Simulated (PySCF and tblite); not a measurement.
Results of a calculation; reference values are marked as such.
C₄H₃NO, numbered as in [CH2:1]=[CH:2][C:3](=[O:4])[C:5]#[N:6].

Level: B3LYP-D3(BJ)/def2-TZVP (IEF-PCM, chloroform)//PBE0-D3(BJ)/def2-SVP, thermal terms from GFN2-xTB, symmetry numbers and mirror pairs counted. Conformers within 3 kcal/mol (GFN2-xTB free energy) were kept, 8 at most. Couplings: B3LYP/pcJ-1. Couplings are for ¹³C, ¹H, ¹⁵N, ¹⁷O. Of two unlike H on one atom, a is the less shielded (PBE0/pcSseg-1 (IEF-PCM, chloroform)). Programs: PySCF with density fitting and tblite.

Torsions listed: C1–C2–C3–O4.

| conformer | shape | weight % |
| --- | --- | --- |
| 1 | 180° | 95.4 |
| 2 | 0° | 4.6 |

Give the couplings in each conformer and the averages at 298.15 K (pairs that fast motion interchanges averaged).


| coupling | pairs | 1 | 2 | average (Hz) |
| --- | --- | --- | --- | --- |
| ¹J(C1,C2) | 1 | 77.5 | 78.6 | 77.5 |
| ³J(C1,O4) | 1 | -6.5 | -7.2 | -6.5 |
| ¹J(C1,H1a) | 1 | 170.5 | 173.9 | 170.7 |
| ¹J(C1,H1b) | 1 | 175.0 | 174.6 | 175.0 |
| ²J(C1,H2) | 1 | 0.3 | -0.3 | 0.3 |
| ¹J(C2,C3) | 1 | 69.7 | 67.4 | 69.6 |
| ²J(C2,O4) | 1 | -2.0 | 0.0 | -1.9 |
| ³J(C2,N6) | 1 | -0.6 | -0.7 | -0.6 |
| ²J(H1a,C2) | 1 | -3.0 | -4.1 | -3.0 |
| ²J(H1b,C2) | 1 | 0.3 | 0.9 | 0.3 |
| ¹J(C2,H2) | 1 | 176.7 | 174.4 | 176.6 |
| ¹J(C3,O4) | 1 | 28.1 | 28.8 | 28.1 |
| ¹J(C3,C5) | 1 | 79.2 | 81.9 | 79.3 |
| ²J(C3,N6) | 1 | 2.9 | 2.8 | 2.9 |
| ³J(H1a,C3) | 1 | 11.2 | 9.2 | 11.1 |
| ³J(H1b,C3) | 1 | 17.8 | 14.9 | 17.6 |
| ²J(H2,C3) | 1 | 4.4 | 7.9 | 4.6 |
| ²J(O4,C5) | 1 | -4.6 | -4.6 | -4.6 |
| ³J(O4,N6) | 1 | 3.7 | 4.0 | 3.7 |
| ⁴J(H1a,O4) | 1 | 0.7 | 0.2 | 0.7 |
| ⁴J(H1b,O4) | 1 | 0.7 | 0.0 | 0.7 |
| ³J(H2,O4) | 1 | -0.9 | -1.1 | -0.9 |
| ¹J(C5,N6) | 1 | -16.0 | -15.9 | -16.0 |
| ³J(H2,C5) | 1 | 7.8 | -0.5 | 7.4 |
| ²J(H1a,H1b) | 1 | 0.1 | 2.0 | 0.2 |
| ³J(H1a,H2) | 1 | 19.7 | 18.8 | 19.6 |
| ³J(H1b,H2) | 1 | 11.8 | 11.4 | 11.8 |
